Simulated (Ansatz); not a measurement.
# C3H2 (SMILES C1=CC=1): functionals against CCSD(T) at one geometry

The task here is to estimate one member of a computed series from the others.

Computed with Ansatz 0.2.0, Gaussian basis. Level: single points in def2-TZVPP.

Cores are frozen in the correlated methods.

## Starting geometry

SMILES `C1=CC=1`, 5 atoms, charge 0, spin multiplicity 1.

Atoms are counted from 1 here; the program's logs count them from 0.

Bond lengths: C1–C2 1.381 Å, C1–C3 1.362 Å, C2–C3 1.281 Å, C2–H4 1.090 Å, C3–H5 1.063 Å. Angles: C2–C1–C3 55.7°, C1–C2–C3 61.4°, C1–C2–H4 153.8°, C3–C2–H4 144.8°, C1–C3–C2 63.0°, C1–C3–H5 150.0°, C2–C3–H5 146.7°.

As a file:

| atom | x (Å) | y (Å) | z (Å) |
| --- | --- | --- | --- |
| C1 | -0.4041 | -0.0740 | 1.1487 |
| C2 | -0.3738 | -0.5134 | -0.1607 |
| C3 | 0.3674 | 0.4771 | 0.1713 |
| H4 | -0.6571 | -1.1805 | -0.9755 |
| H5 | 1.0294 | 1.2407 | -0.1577 |

Set-up of the first run:

File run/in.yaml:

```yaml
crystal:
  periodic: [false, false, false]
  atoms:
    - {symbol: C, position_ang: [-0.404100, -0.074000, 1.148700]}
    - {symbol: C, position_ang: [-0.373800, -0.513400, -0.160700]}
    - {symbol: C, position_ang: [0.367400, 0.477100, 0.171300]}
    - {symbol: H, position_ang: [-0.657100, -1.180500, -0.975500]}
    - {symbol: H, position_ang: [1.029400, 1.240700, -0.157700]}
basis:
  gaussian: {orbitals: def2-TZVPP}
correlation: {method: ccsd_t}
output: {forces: true}
```

No record of the launch command was kept for these runs.

Steps of the session up to this table: CCSD(T)/def2-TZVPP; PBE0-D4/def2-TZVPP; wB97M-V/def2-TZVPP; r2SCAN-D4/def2-TZVPP; PBE-D4/def2-TZVPP; HSE06-D4/def2-TZVPP; r2SCANh-D4/def2-TZVPP.

One table of the session follows, with a row left open; its other results are not shown here.

```
    method  RMS force component (eV/Å)  angle to CCSD(T) forces (°)  dipole (D)
   CCSD(T)                       1.842                    reference        3.58
   PBE0-D4                           ?                            ?           ?
   wB97M-V                       1.477                          2.7        3.64
 r2SCAN-D4                       1.508                          2.3        3.65
    PBE-D4                       1.693                          4.7        3.59
  HSE06-D4                       1.445                          3.0        3.64
r2SCANh-D4                       1.434                          2.7        3.66
```

**Question.** Estimate the row for PBE0-D4.

The run gave: RMS force component (eV/Å): 1.434; angle to CCSD(T) forces (°): 3.1; dipole (D): 3.64.
